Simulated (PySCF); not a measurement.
An unknown is described by computed data only.

Formula: C2F2N; charge -1.

* 13C NMR: chemical shifts (computed TMS as zero) by class: 185.2 (1 C), 140.5 (1 C) ppm [GIAO B97-2/pcSseg-2]
* XPS: C1s 286.3, C1s 288.1, N1s 399.0, F1s 686.9 (×2) eV [ΔSCF SCAN, pcX-2 on the ionised atom, pcseg-1 elsewhere, spin-free X2C]
* NMR, other nuclei: isotropic shieldings of nuclei other than C and H, by class: -66 (1 N), 336 (2 F) ppm [GIAO B97-2/pcSseg-2]
* Couplings: largest of the computed one-bond spin–spin couplings (means over like bonds): 19F–13C -456.6 (×2), 13C–13C +33.7, 15N–13C -14.7 Hz [B3LYP/pcJ-1]
* Rotational structure: rotational constants A, B, C: 10.216, 4.109, 3.036 GHz [PBE0-D3(BJ)/def2-SVP]

Electronic properties: PySCF, gas phase, density fitting. Levels stand in brackets. Geometry: PBE0-D3(BJ)/def2-SVP; no solvent, vibrations or thermal averaging. The HOMO energy is positive, so at this level the finite basis confines the outermost electrons. No diffuse functions stand in pcJ-1 and pcSseg-2, which bears on an anion's orbital energies. NMR values are class means; diastereotopic atoms form classes of their own.

Question: Give a SMILES that accounts for the data.

Answer: Numbering: `[N:1]#[C:2][C-:3]([F:4])[F:5]`. 2 carbons fall into 2 classes; from least to most shielded: carbon bonded to C and 2 F [C3] (185.2 ppm), carbon bonded to C and N [C2] (140.5 ppm). The other shieldings belong to: -66 ppm, nitrogen bonded to C [N1]; 336 ppm, fluorine bonded to C [F4/F5]. The couplings run between: -456.6 Hz, fluorine bonded to C [F4] and carbon bonded to C and 2 F [C3] (with 1 like pair); +33.7 Hz, carbon bonded to C and N [C2] and carbon bonded to C and 2 F [C3]; -14.7 Hz, nitrogen bonded to C [N1] and carbon bonded to C and N [C2]. The core levels belong to: C1s 286.3 eV, carbon bonded to C and N [C2]; C1s 288.1 eV, carbon bonded to C and 2 F [C3]; N1s 399.0 eV, nitrogen bonded to C [N1]; F1s 686.9 eV, fluorine bonded to C [F4/F5]. The hole state at 399.0 eV has ⟨S²⟩ = 0.82 against 0.75, so that value is less sure. The hole state at 286.3 eV has ⟨S²⟩ = 0.82 against 0.75, so that value is less sure. The optimised geometry has point group Cs and is an asymmetric top. Structure: `N#C[C-](F)F`. The assignments are read from this structure; whether some other isomer fits the data as well wasn't checked.
